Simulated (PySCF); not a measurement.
Structure with atom numbers: `[CH2:1]=[CH:2][CH2:3][CH2:4][CH3:5]` (H(Xn): hydrogen on atom n). Ha(C1) is cis to C3; Hb(C1) is trans to C3.

- GFN2-xTB geometry
- shielding tensors at PBE0/pcSseg-1 (GIAO)
- program: PySCF 2.14.0 with density-fitted response routines
- no solvent, fast rotation and ring inversion assumed for equivalent nuclei, one conformer, relativity neglected

List the cross peaks expected in HSQC, COSY and HMBC spectra.

Results:



HSQC (one-bond C–H):
| δH | δC |
| --- | --- |
| 6.20 (H(C2)) | 148.9 (C2) |
| 5.37 (Ha(C1)) | 120.2 (C1) |
| 5.20 (Hb(C1)) | 120.2 (C1) |
| 2.02 (H(C3)) | 43.8 (C3) |
| 1.36 (H(C4)) | 29.0 (C4) |
| 1.07 (H(C5)) | 17.3 (C5) |

COSY cross peaks (H two or three bonds apart, from the bond graph; peaks can be absent where the dihedral angle is near 90°):
| δH | δH |
| --- | --- |
| 6.20 (H(C2)) | 5.37 (Ha(C1)) |
| 6.20 (H(C2)) | 5.20 (Hb(C1)) |
| 6.20 (H(C2)) | 2.02 (H(C3)) |
| 5.37 (Ha(C1)) | 5.20 (Hb(C1)) |
| 2.02 (H(C3)) | 1.36 (H(C4)) |
| 1.36 (H(C4)) | 1.07 (H(C5)) |

HMBC (two and three bonds, from the bond graph):
| δH | δC |
| --- | --- |
| 6.20 (H(C2)) | 120.2 (C1), 43.8 (C3), 29.0 (C4) |
| 5.37 (Ha(C1)) | 148.9 (C2), 43.8 (C3) |
| 5.20 (Hb(C1)) | 148.9 (C2), 43.8 (C3) |
| 2.02 (H(C3)) | 148.9 (C2), 120.2 (C1), 29.0 (C4), 17.3 (C5) |
| 1.36 (H(C4)) | 148.9 (C2), 43.8 (C3), 17.3 (C5) |
| 1.07 (H(C5)) | 43.8 (C3), 29.0 (C4) |

Scale: 1H (σref 31.72) and 13C (σref 186.93) vs TMS (reference shieldings calculated alike).

Short H···H contacts in this conformer between protons four or more bonds apart (candidates for NOE cross peaks, intensity ∝ r⁻⁶): Ha(C1)···H(C3) 2.42 Å, H(C3)···H(C5) 2.55 Å, H(C2)···H(C4) 2.61 Å.

Shifts are as computed. Against solution values, carbons near 30 ppm lie about +3 ppm off and those near 130 ppm about +5 ppm. Of 246 compounds with measured shifts, 49 miss one by over three times the rms of a fit or turn the order of signals round; such compounds aren't used in these exercises.
